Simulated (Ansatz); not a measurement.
# C2H3F (singlet): from Hartree-Fock to the top rungs, cc-pVDZ

An exercise on one series of results from a longer session: the logs are not shown, and one member is left open.

Method: cc-pVDZ, core rule «outside noble gas», up to 3 orbitals frozen; program: Ansatz 0.2.0, Gaussian basis.

To be run: UHF; CCSD(T) on RHF; BCCD(T) on RHF; CISD; CCSDT(Q) on RHF; CASSCF and MRCISD+Q, 8 electrons in 8 orbitals; CASSCF and MRCISD+Q(relaxed), 8 electrons in 8 orbitals; CASSCF and NEVPT2, 8 electrons in 8 orbitals.

17 further runs of the same task are left out: 17 set aside as unsound or not needed.

### The system

The geometry is an MP2(full)/6-31G* stationary point (not a proven minimum).

6 atoms, charge 0, spin multiplicity 1.

Atoms are counted from 1 here; the program's logs count them from 0.

Bond lengths: C1–C2 1.327 Å, C1–F3 1.354 Å, C1–H4 1.084 Å, C2–H5 1.082 Å, C2–H6 1.081 Å. Angles: C2–C1–F3 122.0°, C2–C1–H4 126.0°, F3–C1–H4 112.0°, C1–C2–H5 121.3°, C1–C2–H6 119.5°, H5–C2–H6 119.2°.

The first run:

in.yaml

```yaml
crystal:
  periodic: [false, false, false]
  atoms:
    - {symbol: C, position_ang: [0.093343, 0.459824, 0.000000]}
    - {symbol: C, position_ang: [1.285266, -0.122977, 0.000000]}
    - {symbol: F, position_ang: [-1.055586, -0.256222, 0.000000]}
    - {symbol: H, position_ang: [-0.093102, 1.527888, 0.000000]}
    - {symbol: H, position_ang: [1.384691, -1.200723, 0.000000]}
    - {symbol: H, position_ang: [2.177267, 0.488389, 0.000000]}
basis:
  gaussian: {orbitals: cc-pVDZ}
magnetization: {spin_polarized: true, initial_magnetization: 0}
hamiltonian: {xc: hf}
output: {orbitals: {seedname: orbitals}}
```

The run is started by

```
$ ansatz run in.yaml --threads 1 --pin off --events-out ev --progress --plain --max-ram 2880MiB --backend cpu
```

Steps of the session up to this table: UHF; CCSD(T) on RHF; BCCD(T) on RHF; CISD; CCSDT(Q) on RHF; CASSCF and MRCISD+Q, 8 electrons in 8 orbitals; CASSCF and MRCISD+Q(relaxed), 8 electrons in 8 orbitals; CASSCF and NEVPT2, 8 electrons in 8 orbitals.

One of the session's tables, all rows but one given; the rest of the session is left out.

| method | from RCCSDT(Q) (meV) |
| --- | --- |
| RHF | +13463.7 |
| RMP2 | +1138.0 |
| CISD | +1766.7 |
| RCCSD | ? |
| RCCSD(T) | +50.0 |
| BCCD(T) | +46.5 |
| RCCSDT | +30.2 |
| RCCSDT(Q) | 0 |

Estimate the missing values for RCCSD.

**Answer.** from RCCSDT(Q) (meV): +410.2. In the column «from RCCSDT(Q) (meV)» it lies between RCCSD(T) (+50.0) and RMP2 (+1138.0).

Not comparable, so not listed: CASSCF and MRCISD+Q, 8 electrons in 8 orbitals; CASSCF and NEVPT2, 8 electrons in 8 orbitals (they don't share determinant, frozen orbitals or solution with the rows shown, or repeat one).

Caveats from the session: Left out of the table: CASSCF frontier (the active space lost an orbital or holds another state than full CI finds). Left out of the table: MRCISD+Q(relaxed) frontier (another determinant or state than the rows shown). Warnings in the runs' records: passed over end.
